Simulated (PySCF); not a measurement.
# PH3 (SMILES P) at B2PLYP/6-31G

Aim: the energy change on altering one bond length of PH3 at B2PLYP/6-31G, from 2 runs. The job is set up through a Python script.

Program for the calculation: PySCF 2.14.0.

6 further runs of the same task are left out: 6 set aside as unsound or not needed.

### 1 The molecule

PH3: 4 atoms, total charge 0, spin state singlet. As SMILES, `P`. Geometry: relaxed at PBE0-D4/def2-TZVP.

Bond lengths: P1–H2 1.420 Å, P1–H3 1.420 Å, P1–H4 1.420 Å. Angles: H2–P1–H3 93.1°, H2–P1–H4 93.1°, H3–P1–H4 93.1°.

### 2 A single-point energy at B2PLYP/6-31G

Contents of job.py:

```python
# P
from pyscf import gto, dft, mp

system = gto.M(
    atom=[
    ('P', (0.346000, -0.326500, -0.332800)),
    ('H', (0.630900, -0.034000, 1.027000)),
    ('H', (-1.005500, -0.663000, -0.057200)),
    ('H', (0.028700, 1.023500, -0.636900)),
],
    max_memory=1860,
    basis='6-31g',
    verbose=3,
)

myscf = dft.RKS(system, xc='0.53*HF + 0.47*B88, 0.73*LYP')
myscf.conv_tol = 1e-10
myscf.grids.level = 5
myscf.kernel()
if not myscf.converged:
    myscf = myscf.newton().run(myscf.mo_coeff, myscf.mo_occ)

pt = mp.MP2(myscf, frozen=5).run()
energy = myscf.e_tot + 0.27 * pt.e_corr
print('PT2 part  %.8f' % (0.27 * pt.e_corr))
print('Final energy', energy)
```

Run with:

```console
$ OMP_NUM_THREADS=1 python job.py
```

What it wrote:

```text
converged SCF energy = -342.886476929729
E(RMP2) = -342.966633305084  E_corr = -0.0801563753552732
E(SCS-RMP2) = -342.976083241668  E_corr = -0.0896063119394523
PT2 part  -0.02164222
Final energy -342.90811915107446
```

It took 1.6 s on 1 thread of Arm Neoverse V2, shared host; peak memory 0.18 GiB.

### 3 The distorted shape

Contents of job.py:

```python
from pyscf import gto, dft, mp

mol = gto.Mole()
mol.atom = 'P 0.726755 -1.946477 0.032115; H 1.011655 -1.653977 1.391915; H -0.624745 -2.282977 0.307715; H 0.028700 1.023500 -0.636900'
mol.charge = 0
mol.max_memory = 1860
mol.basis = '6-31g'
mol.verbose = 3
mol.build()

mf = dft.RKS(mol, xc='0.53*HF + 0.47*B88, 0.73*LYP')
mf.grids.level = 5
mf.conv_tol = 1e-10
mf.kernel()
if not mf.converged:
    mf = mf.newton().run(mf.mo_coeff, mf.mo_occ)

pt = mp.MP2(mf, frozen=5).run()
energy = mf.e_tot + 0.27 * pt.e_corr
print('PT2 part  %.8f' % (0.27 * pt.e_corr))
print('E = %.10f Eh' % energy)
```

Run with:

```console
$ OMP_NUM_THREADS=1 python job.py
```

What it wrote:

```text
converged SCF energy = -342.719290737532
E(RMP2) = -342.877997595773  E_corr = -0.158706858241399
E(SCS-RMP2) = -342.900462434573  E_corr = -0.181171697041492
PT2 part  -0.04285085
E = -342.7621415893 Eh
```

It took 1.8 s on 1 thread of Arm Neoverse V2, shared host; peak memory 0.18 GiB.

### 4 What came out

Level: B2PLYP/6-31G, 5 core orbitals frozen.

```
                                                         quantity          value
                                        first shape: total energy  -342.90812 Eh
                            first shape: dipole moment (SCF part)         1.33 D
                   first shape: HOMO energy (SCF part's orbitals)       -8.68 eV
                   first shape: LUMO energy (SCF part's orbitals)        2.55 eV
                 first shape: HOMO–LUMO gap (SCF part's orbitals)       11.23 eV
                                    distorted shape: total energy  -342.76214 Eh
                        distorted shape: dipole moment (SCF part)         1.91 D
               distorted shape: HOMO energy (SCF part's orbitals)       -7.38 eV
               distorted shape: LUMO energy (SCF part's orbitals)       -3.31 eV
             distorted shape: HOMO–LUMO gap (SCF part's orbitals)        4.08 eV
energy change with the P1–H4 bond stretched from 1.420 to 3.123 Å       3.972 eV
```

What this shows: With the P1–H4 bond stretched from 1.420 to 3.123 Å the energy rises by 3.97 eV (383 kJ/mol). The first shape isn't relaxed at this level, so the change isn't measured from a minimum. A restricted reference can't describe the breaking bond well at this length. Mulliken charges (first shape) run from -0.03 on H2 to +0.08 on P1; they depend strongly on the basis.
